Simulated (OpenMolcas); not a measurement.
# SiNH3 (SMILES N[SiH]): the energy, rung by rung

SiNH3 has 5 atoms, charge 0, and is taken as a singlet. SMILES: `N[SiH]`. The coordinates come from a GFN2-xTB relaxation. This is one conformer, not always the lowest.

```xyz
5

N    -0.2987   -0.4693    0.1229
Si    0.0054    1.1950    0.3897
H     0.1891   -1.0675   -0.5292
H    -1.0095   -0.9776    0.6207
H     1.1137    1.3194   -0.6042
```

Quantity: the energy change with the Si2–H5 bond stretched from 1.494 to 1.867 Å, in eV. The values are calculated.

| level | kind | program | value (eV) | less FCI/STO-3G | CPU time (all runs) |
| --- | --- | --- | --- | --- | --- |
| HF/STO-3G (restricted) | Hartree–Fock | OpenMolcas | 1.36 | +0.42 | 2.8 s |
| SVWN5/STO-3G (restricted) | LDA | OpenMolcas | 0.88 | -0.06 | 6.7 s |
| PBE/STO-3G (restricted) | GGA | OpenMolcas | 0.82 | -0.12 | 7.7 s |
| r2SCAN/STO-3G (restricted) | meta-GGA | OpenMolcas | 0.92 | -0.02 | 9.6 s |
| M06-2X/STO-3G (restricted) | hybrid meta-GGA | OpenMolcas | 1.08 | +0.14 | 8.6 s |
| B2PLYP/STO-3G (restricted) | double hybrid | OpenMolcas | 1.03 | +0.09 | 7 s |
| MP2/STO-3G (restricted) | perturbation theory | OpenMolcas | 1.12 | +0.18 | 2.9 s |
| CCSD(T)/STO-3G (restricted) | coupled cluster or CI | OpenMolcas | 0.94 | 0.00 | 3.8 s |
| FCI/STO-3G | exact in the basis | OpenMolcas | 0.94 | 0.00 | 23 s |

FCI/STO-3G is exact within its basis and frozen core, so for wave-function methods in that basis the difference is their error; functionals converge differently with the basis, so for them it is only a difference. The first shape isn't each level's own minimum. The values span 0.82 to 1.36 eV. All rows use very small basis sets, so even the best lies far from the true value. CPU times are rough (shared hosts, several kinds of processor): they show what a rung costs within a factor of a few.
